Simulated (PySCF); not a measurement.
Process, species as SMILES: N#P (N-P) + 3 [H][H] (H2) → N (NH3) + P (PH3)
B3LYP-D3(BJ)/def2-TZVP geometries, fixed; electronic energies without zero-point terms.

Effect of the SCF energy threshold at M06-2X/def2-TZVP with PySCF, against the last row, where the energy of full hydrogenation is -68.31 kcal/mol.

```
setting          SCF cycles, largest species  largest shift of a total energy (mEh)  shift of the energy of full hydrogenation (kcal/mol)
---------------  ---------------------------  -------------------------------------  ----------------------------------------------------
conv_tol: 1e-4                             4                                  0.006                                                -0.003
conv_tol: 1e-5                             5                                  0.001                                                 0.000
conv_tol: 1e-6                             6                                  0.000                                                 0.000
conv_tol: 1e-7                             6                                  0.000                                                 0.000
conv_tol: 1e-11                            9                                  0.000                                                 0.000
```

Within 0.02 kcal/mol in the energy of full hydrogenation: conv_tol: 1e-4; conv_tol: 1e-5; conv_tol: 1e-6; conv_tol: 1e-7. The largest shift is 0.006 mEh in a total energy and 0.003 kcal/mol in the difference.
